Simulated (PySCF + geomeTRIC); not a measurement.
Species: H4Si, SMILES `[SiH4]` (charge 0, multiplicity 1).

Give a relaxed geometry from B3LYP-D3(BJ)/def2-TZVPD in PySCF + geomeTRIC.

the end point of this relaxation (outside a Z-matrix the atoms follow the SMILES, hydrogens last).
Z-matrix (Å, degrees):
```
Si
H 1 1.4803
H 1 1.4803 2 109.47
H 1 1.4803 2 109.47 3 -120.00
H 1 1.4803 2 109.47 3 120.00
```
